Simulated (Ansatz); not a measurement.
## Relaxing BaC3

Computed with DFT PBE, scalar-relativistic, plane waves, PAW in Ansatz. Cutoff 420 eV, Γ-centred k mesh, Gaussian smearing, no spin polarisation in the final step.

BaC3 was placed on the Ni3Sn (D0_19) structure type (P6_3/mmc, No. 194), with Ba in place of Sn, C in place of Ni, at a guessed volume.

```
Ba C
1.0
     5.60606    0.00000    0.00000
    -2.80303    4.85499    0.00000
     0.00000    0.00000    4.49973
Ba C
2 6
Direct
  0.33333 0.66667 0.25000
  0.66667 0.33333 0.75000
  0.83300 0.66600 0.25000
  0.16700 0.83300 0.75000
  0.33400 0.16700 0.25000
  0.16700 0.33400 0.75000
  0.83300 0.16700 0.25000
  0.66600 0.83300 0.75000
```

Cell and atoms relax at zero pressure; the relaxation can't lower the symmetry of the start. After a coarse first stage the cell is made exact in the group found at 0.06 Å.

The zero of energy is the elements' standard structures at the same level; no fitted shifts are applied.

(1) Describe the relaxed structure.

(2) What are its volume, energy, density and gap?

Answers

(1) It keeps P6_3/mmc (No. 194), but not the shape of the type it started on. Conventional cell: a = 5.539 Å, c = 6.336 Å. Around Ba lie 6 C at 2.88 Å; around C lie 2 C at 1.42 Å.

```cif
data_structure
_symmetry_space_group_name_H-M 'P6_3/mmc'
_symmetry_Int_Tables_number 194
_cell_length_a 5.5387
_cell_length_b 5.5387
_cell_length_c 6.3356
_cell_angle_alpha 90.000
_cell_angle_beta 90.000
_cell_angle_gamma 120.000
_cell_volume 168.32
loop_
_atom_site_label
_atom_site_type_symbol
_atom_site_symmetry_multiplicity
_atom_site_Wyckoff_symbol
_atom_site_fract_x
_atom_site_fract_y
_atom_site_fract_z
_atom_site_occupancy
Ba1 Ba 2 c 0.33333 0.66667 0.25000 1
C1 C 6 h 0.91466 0.82933 0.25000 1
```

(2) The volume per atom is 21.04 Å³. The density is 3.42 g/cm³, the energy over the elements is 0.849 eV/atom and the gap on the 6×6×6 mesh is 1.25 eV.

The final run used a 6×6×6 mesh on its 8-atom cell and 0.02 eV smearing. A structure relaxed within its symmetry needn't be a true minimum. The steps took of the order of 3 core-minutes in all.